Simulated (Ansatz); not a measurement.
Ansatz (a first-principles code) input (CCSD(T)/6-31G):

Ansatz 0.2 input:
```yaml
crystal:
  periodic: [false, false, false]
  atoms:
    - {symbol: B, position_ang: [-0.12810609, -0.40560462, -0.23822049]}
    - {symbol: Cl, position_ang: [1.71467412, -0.21731930, -0.45425558]}
    - {symbol: Cl, position_ang: [-0.60316472, -0.66066942, 1.54705895]}
    - {symbol: Cl, position_ang: [-1.07383114, 0.99728420, -1.02273852]}
basis:
  gaussian:
    orbitals: 6-31G
total_charge: -1
magnetization: {spin_polarized: true, initial_magnetization: 1}
correlation: {method: ccsd_t, electrons: outside_noble_gas}
```

Output:

```
Functional definition: HF
integrals: 0.03 GiB planned
546 factors; integrals over basis functions are off by at most 1.4e-4 eV
mean field: 0.17 GiB planned
mean field evaluation 1: about -38180.8895 eV, gradient 1.3e1 eV
mean field evaluation 2: about -38180.8967 eV, gradient 1.3e1 eV
mean field evaluation 4: about -38182.7599 eV, gradient 1.9e0 eV
mean field evaluation 8: about -38182.8722 eV, gradient 5.8e-4 eV
mean field evaluation 16: about -38182.7523 eV, gradient 1.9e0 eV
mean field evaluation 32: about -38177.1480 eV, gradient 3.9e-2 eV
mean field -38182.87220398 eV, -1403.1946722159 hartree, gradient 1.2e-6 eV, S^2 0.754193; 0 other end points of the search recorded, 0 dependent functions left out
16 core orbitals not correlated
reference -38182.87220398 eV, -1403.1946722159 hartree; 13, 12 occupied and 19, 20 virtual orbitals, 546 factors
second order -4.53031948 eV of doubles, -0.00000000 eV of singles
coupled cluster: 0.09 GiB planned
cycle   1  -4.92982403 eV  change   -4.0e-1 eV  update   6.8e-2
cycle   2  -5.10390040 eV  change   -1.7e-1 eV  update   1.9e-2
cycle   3  -5.13942596 eV  change   -3.6e-2 eV  update   8.2e-3
cycle   4  -5.14228204 eV  change   -2.9e-3 eV  update   2.6e-3
cycle   5  -5.14195925 eV  change    3.2e-4 eV  update   9.0e-4
cycle   6  -5.14194054 eV  change    1.9e-5 eV  update   3.0e-4
cycle   7  -5.14195431 eV  change   -1.4e-5 eV  update   1.4e-4
cycle   8  -5.14199600 eV  change   -4.2e-5 eV  update   5.0e-5
cycle   9  -5.14199726 eV  change   -1.3e-6 eV  update   1.7e-5
perturbative correction -0.12632033 eV, -0.0046421866 hartree
Total energy: -38188.14052157 eV, -1403.3882793163 hartree
```
